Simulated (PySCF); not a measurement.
Gas-phase reaction: BCl3 + 2 H2 → BH + 3 HCl

Method: PySCF energies (xtb for GFN2) plus ideal-gas RRHO corrections (1 bar). Table values come from the NASA 1993 polynomials. † marks an energy on the PBE0/def2-TZVP geometry and frequencies; other levels use their own. CCSD(T) freezes the core. 6-31G* has spherical d functions here. All species are closed-shell singlets. B3LYP is the form with VWN-RPA correlation. CCSD(T) isn't extrapolated to the basis-set limit; its ΔH°(298 K) is 581.0 kJ in def2-SVP and 552.0 kJ in def2-TZVPP. The harmonic model lacks anharmonicity and excited electronic states, which grow with temperature; levels with a mode under 35 cm⁻¹ are left out. The table's entry may be an old estimate for BH (not checked at source).

| level | ΔH°(298 K), kJ | minus table | ΔG°(1800 K), kJ |
|---|---|---|---|
| table | 568.7 | - | 262.5 |
| B3LYP/6-31G* | 624.3 | 55.6 | 316.6 |
| B3LYP/def2-TZVP† | 577.3 | 8.6 | 270.7 |
| CCSD(T)/def2-TZVPP† | 552.0 | -16.7 | 245.4 |
| GFN2-xTB | 558.5 | -10.2 | 269.7 |
| HF/6-31G* | 548.6 | -20.1 | 238.3 |
| HF/def2-TZVP† | 504.9 | -63.8 | 198.2 |
| PBE/def2-TZVP† | 616.3 | 47.6 | 309.6 |
| PBE0/def2-SVP† | 637.3 | 68.6 | 330.7 |
| r2SCAN/def2-TZVP† | 634.3 | 65.6 | 327.6 |
| ωB97X-V/def2-TZVP† | 592.1 | 23.4 | 285.5 |
